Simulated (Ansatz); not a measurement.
System: hydrogen peroxide, H2O2 (charge 0, singlet). 
Structure (B3LYP-D3(BJ)/def2-TZVP (Ansatz, an electronic-structure program) minimum search):
```
O
H 1 0.9680
O 1 1.4504 2 100.54
H 3 0.9680 1 100.54 2 115.91
```

Basis-set convergence of Hartree-Fock and MP2 correlation energies (hartree) with Ansatz. Cores are frozen in the correlated levels unless marked. Spin-orbit coupling is left out. No relativistic terms.

```
basis        functions       E(HF)  E(corr, MP2)
-----------  ---------  ----------  ------------
aug-cc-pVDZ         64  -150.80152      -0.41625
aug-cc-pVTZ        138           …             …
```

### Question
What belongs in the gaps?

### Answer

- aug-cc-pVTZ, E(HF): -150.83912
- aug-cc-pVTZ, E(corr, MP2): -0.50877
